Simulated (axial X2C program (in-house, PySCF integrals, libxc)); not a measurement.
**Bond lengths and stretching modes, held linear, of NSiO**

Computed with an in-house all-electron X2C program for linear molecules (integrals from PySCF): two-component X2C with atomic mean-field Coulomb and Gaunt terms, Gaussian nuclei, basis N dyall-av3z, Si dyall-v3z, O dyall-av3z with contracted cores. Spin-free rows use the one-electron spin-free X2C Hamiltonian.

Masses N 14.003, Si 27.977, O 15.995 u. States: 2c Ω = 3/2 (beyond evenly filled blocks: ω = 3/2); spin-free M_S = 1/2, Λ = 1 (beyond evenly filled blocks: π+α, π+β, π-α).

HF, 2c: energies above the lowest point

```
r(N–Si) (Å)  r(Si–O) (Å)  E (meV)
     1.6058       1.4791     0.00
     1.6058       1.5170    38.93
     1.6058       1.5549   160.81
     1.6470       1.4791    10.15
     1.6470       1.5170    50.22
     1.6470       1.5549   173.22
     1.6470       1.5928   361.03
     1.6882       1.4791    75.13
     1.6882       1.5170   115.95
     1.6882       1.5549   239.62
     1.7294       1.5170   220.10
     1.7294       1.5928   531.54
```

Fit a quadratic surface with cubic terms in each bond: where is the minimum, and what are the two stretching wavenumbers?

At HF, 2c: bonds 1.619 and 1.482 Å; harmonic stretches 931.3 and 1445.3 cm⁻¹; force constants 6.14, 11.1 and coupling 0.05 mdyn/Å.

The other levels and Hamiltonians give:

```
Hamiltonian  level  r(N–Si) (Å)  r(Si–O) (Å)  lower stretch (cm⁻¹)  upper stretch (cm⁻¹)
         2c   PBE0        1.644        1.517                 892.3                1328.7
         2c  TPSSh        1.651        1.529                 873.6                1283.5
  spin-free   PBE0        1.644        1.517                 892.3                1328.9
  spin-free     HF        1.619        1.482                 931.3                1445.4
  spin-free  TPSSh        1.651        1.529                 873.6                1283.7
```

Each state is one determinant, the lowest of a limited PBE0 search; the stretches come from a fit to these few points and carry an uncertainty of a few per cent. Other orders of the atoms were not compared. Left out for rough or failed fits: MP2 2c, MP2 spin-free. The molecule was held linear; bending was not examined, so a bent shape may lie lower. Note: functional without a current term on a determinant with orbital currents, of the molecule or an atom.
